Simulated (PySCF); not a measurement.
A species of formula C3H5FO2 has this rotational fingerprint, computed with wB97X-D/def2-SVPD in PySCF (dipole) on a GFN2-xTB geometry, gas phase:

| Quantity | Value |
| --- | --- |
| Rotational constants | A = 6675, B = 3647, C = 2828 MHz |
| Dipole components | \|μa\| = 0.55 D, \|μb\| = 0.83 D, \|μc\| = 0.44 D |
| Inertial defect | -35.57 u·Å² |
| κ | -0.57 |

Task: Which structure is it? (One computed conformer of each.)
A. `[F:1][C@@H:2]1[CH2:3][O:4][CH2:5][O:6]1` with F1–C2–C3–O4 -118°, C2–C3–O4–C5 21°, C3–O4–C5–O6 -36°, O4–C5–O6–C2 37°
B. `[CH3:1][O:2][C@@H:3]1[O:4][C@@H:5]1[F:6]` with C1–O2–C3–O4 -78°

Result: A. It is F[C@@H]1COCO1, an asymmetric top, point group C1. The candidates at the same level (rigid rotor, commonest isotopes):

```
            SMILES  A (MHz)  B (MHz)  C (MHz)  μa (D)  μb (D)  μc (D)  Δ (u·Å²)  point group           rotor
CO[C@@H]1O[C@@H]1F     8191     2541     2214    1.53    1.38    1.62    -32.30           C1  asymmetric top
     F[C@@H]1COCO1     6675     3647     2828    0.55    0.83    0.44    -35.57           C1  asymmetric top
```

`CO[C@@H]1O[C@@H]1F` has B 30 % too low. No structure here is proved a minimum.
